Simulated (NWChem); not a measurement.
System: nitrogen trifluoride (NF3); SMILES N(F)(F)F

Here is an NWChem input.

```
start job
memory heap 200 mb stack 900 mb global 1100 mb
geometry units angstroms noautosym nocenter noautoz
  F      0.877004     0.877004    -0.127247
  N      0.000000     0.000000     0.483685
  F     -1.198009     0.321006    -0.127247
  F      0.321006    -1.198009    -0.127247
end
basis spherical
  * library 6-31g*
end
dft
  xc xpbe96 cpbe96
  iterations 150
  vectors input atomic output neutral.movecs
end
task dft energy
charge 1
dft
  odft
  mult 2
  vectors input atomic output cation.movecs
end
task dft energy
```

Excerpt of the output:

```
             Northwest Computational Chemistry Package (NWChem) 7.3.0
             --------------------------------------------------------

                             Geometry "geometry" -> ""
                             -------------------------

 Output coordinates in angstroms (scale by  1.889725989 to convert to a.u.)

  No.       Tag          Charge          X              Y              Z
 ---- ---------------- ---------- -------------- -------------- --------------
    1 F                    9.0000     0.87700400     0.87700400    -0.12724700
    2 N                    7.0000     0.00000000     0.00000000     0.48368500
    3 F                    9.0000    -1.19800900     0.32100600    -0.12724700
    4 F                    9.0000     0.32100600    -1.19800900    -0.12724700

 Effective nuclear repulsion energy (a.u.)     132.1985133130

  pbe96 is a nonlocal functional; adding pw91lda local functional.

                                 NWChem DFT Module
                                 -----------------

 Summary of "ao basis" -> "ao basis" (spherical)
 ------------------------------------------------------------------------------
       Tag                 Description            Shells   Functions and Types
 ---------------- ------------------------------  ------  ---------------------
 F                           6-31g*                  6       14   3s2p1d
 N                           6-31g*                  6       14   3s2p1d

            General Information
            -------------------
          SCF calculation type: DFT
          Wavefunction type:  closed shell.
          No. of atoms     :     4
          No. of electrons :    34
           Alpha electrons :    17
            Beta electrons :    17
          Charge           :     0
          Spin multiplicity:     1
          Use of symmetry is: off; symmetry adaption is: off
          Maximum number of iterations: 150
          AO basis - number of functions:    56
                     number of shells:    24
          Convergence on energy requested:  1.00D-06
          Convergence on density requested:  1.00D-05
          Convergence on gradient requested:  5.00D-04

              XC Information
              --------------
          PerdewBurkeErnzerhof Exchange Functional  1.000
            Perdew 1991 LDA Correlation Functional  1.000 local
           PerdewBurkeErnz. Correlation Functional  1.000 non-local

             Grid Information
             ----------------
          Grid used for XC integration:  medium
          Radial quadrature: Mura-Knowles
          Angular quadrature: Lebedev.
          Tag              B.-S. Rad. Rad. Pts. Rad. Cut. Ang. Pts.
          ---              ---------- --------- --------- ---------
          F                   0.50       49           6.0       434
          N                   0.65       49           5.0       434
          Grid pruning is: on
          Number of quadrature shells:   196
          Spatial weights used:  Erf1

      Superposition of Atomic Density Guess
      -------------------------------------

 Sum of atomic energies:        -352.41073431

      Non-variational initial energy
      ------------------------------

 Total energy =    -352.715676
 1-e energy   =    -755.517519
 2-e energy   =     270.603329
 HOMO         =      -0.332464
 LUMO         =       0.175134

   convergence    iter        energy       DeltaE   RMS-Dens  Diis-err
 ---------------- ----- ----------------- --------- --------- ---------
 d= 0,ls=0.0,diis     1   -353.4741278169 -4.86D+02  4.31D-02  2.55D+00
 d= 0,ls=0.0,diis     2   -351.9598253244  1.51D+00  3.05D-02  2.00D+01
 d= 0,ls=0.0,diis     3   -353.7477431578 -1.79D+00  2.60D-03  5.21D-02
 d= 0,ls=0.0,diis     4   -353.7514673038 -3.72D-03  9.32D-04  1.66D-02
 d= 0,ls=0.0,diis     5   -353.7527023347 -1.24D-03  5.98D-05  2.02D-05
  Resetting Diis
 d= 0,ls=0.0,diis     6   -353.7527041761 -1.84D-06  1.52D-05  1.97D-06
 d= 0,ls=0.0,diis     7   -353.7527043674 -1.91D-07  4.07D-06  2.26D-08

         Total DFT energy =     -353.752704367442
      One electron energy =     -754.460846586117
           Coulomb energy =      306.322825169385
    Exchange-Corr. energy =      -37.813196263756
 Nuclear repulsion energy =      132.198513313046

 Numeric. integr. density =       33.999999276539

                       DFT Final Molecular Orbital Analysis
                       ------------------------------------

 Vector   15  Occ=2.000000D+00  E=-3.622335D-01
              MO Center=  3.0D-01,  3.0D-01, -9.8D-02, r^2= 1.8D+00
   Bfn.  Coefficient  Atom+Function         Bfn.  Coefficient  Atom+Function
  ----- ------------  ---------------      ----- ------------  ---------------
     5      0.368898  1 F  pz                 3      0.263586  1 F  px
     4      0.264145  1 F  py                 9      0.238170  1 F  pz
    31      0.229139  3 F  px                46      0.230157  4 F  py
     7      0.187227  1 F  px                 8      0.187581  1 F  py
    47     -0.185024  4 F  pz                33     -0.183877  3 F  pz

 Vector   16  Occ=2.000000D+00  E=-3.468272D-01
              MO Center=  5.2D-05,  5.1D-05, -1.2D-01, r^2= 2.0D+00
   Bfn.  Coefficient  Atom+Function         Bfn.  Coefficient  Atom+Function
  ----- ------------  ---------------      ----- ------------  ---------------
    32      0.396516  3 F  py                45     -0.396516  4 F  px
     3      0.290297  1 F  px                 4     -0.290297  1 F  py
    36      0.263382  3 F  py                49     -0.263382  4 F  px
     7      0.192828  1 F  px                 8     -0.192828  1 F  py
    31      0.106263  3 F  px                46     -0.106263  4 F  py

[...]
```

Level: PBE/6-31G* (spherical d), vertical spin-unrestricted ions. Geometry: optimised at B3LYP/6-31G* (spherical d).
